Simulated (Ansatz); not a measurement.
Relaxed structures of Si₂NH₆ (charge -1), closed shell (PBE0-D4/def2-TZVPD; forces vanish, vibrations not checked; lower isomers may exist, and structures with a doubtful reference or unclear bonds are left out; Å). Ansatz 0.2.0; basis: def2-TZVPPD; cores frozen in the correlated methods.

Question: Rank them by CCSD(T) energy, lowest first, and give each one's height above the lowest. Links in brackets join atoms within 1.22 times the sum of their covalent radii (1.1 for two metals). (An estimate is asked for; the value comes from the calculation.)
A.
Si₂NH₆ ([NH2][SiH][SiH3]), total charge -1
```
9
angstrom
Si 0.4838 1.1452 -0.2797
N -1.2479 0.9585 -0.7994
Si 0.6557 -0.8002 1.0673
H -1.4874 0.1631 -1.3777
H -1.6251 1.7907 -1.2299
H 1.2636 0.4258 -1.4125
H 2.0921 -1.1608 1.3657
H 0.0796 -2.1165 0.5755
H 0.0437 -0.7012 2.4447
```
B.
Si₂NH₆ ([SiH2][NH][SiH3]), total charge -1
```
9
angstrom
Si -1.2053 0.7566 -0.6944
N 0.3558 0.4847 -0.1106
Si 0.8499 -0.9580 0.9146
H -1.7528 -0.3027 -1.6080
H -1.2760 2.0361 -1.4958
H 1.1146 1.0157 -0.5017
H -2.2238 0.8895 0.3944
H -0.0229 -2.0304 0.2169
H -0.1763 -0.7699 2.0543
```
C.
Si₂NH₆ ([SiH2][NH2][SiH2]), total charge -1
```
9
angstrom
Si -1.5403 0.5103 -0.9779
N 0.2286 -0.1581 -0.5606
Si 0.5270 -0.9434 1.1816
H -1.0658 1.1208 -2.3195
H -1.3133 1.8191 -0.2147
H 0.9114 0.5699 -0.7353
H 2.0553 -0.7091 1.1081
H 0.4154 -0.8923 -1.2361
H 0.2808 0.3755 1.9185
```

Answer: The calculation gives: B (0.00 kcal/mol), A (9.02 kcal/mol), C (22.00 kcal/mol). Heights count from the lowest.

T1 diagnostic: at most 0.015.

For scale, one of the runs: CCSD(T)/def2-TZVPPD, 235 basis functions, launched by `ansatz run in.yaml --threads 2 --pin off --events-out ev --progress --plain --max-ram 4352MiB`. The run took 100 s on 2 CPU threads of an Arm Neoverse V1 (shared host), with 3.9 GiB of host memory at its peak.
